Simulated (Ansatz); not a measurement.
For Se (model structure, started from the lonsdaleite type, P6₃/mmc, No. 194, 4 atoms in the cell), PBE (Ansatz, a program for electronic structure, PAW) gives:

| Quantity | Result |
|---|---|
| equilibrium lattice constant a | 4.340 Å |
| c axis length | 10.271 Å |

Q: What does PBE-D3(BJ) (Ansatz, plane waves, PAW) give for the same quantities?

A: 
- lattice constant a: 4.312 Å (drops by 0.6 %)
- lattice parameter c: 8.713 Å (shrinks by 15 %)

Changes are worked out from the printed values.

Unless a cell is named, each level is at its own relaxed cell (PBE 41.89, PBE-D3(BJ) 35.07 Å³/atom).

Ansatz's density-functional and Hartree–Fock values are scalar-relativistic unless marked +SOC, with PAW data made under PBE.

A model structure was made by putting elements into a prototype or built by hand; it is no filed structure, need not be a known phase, and can be a saddle point held by its symmetry.
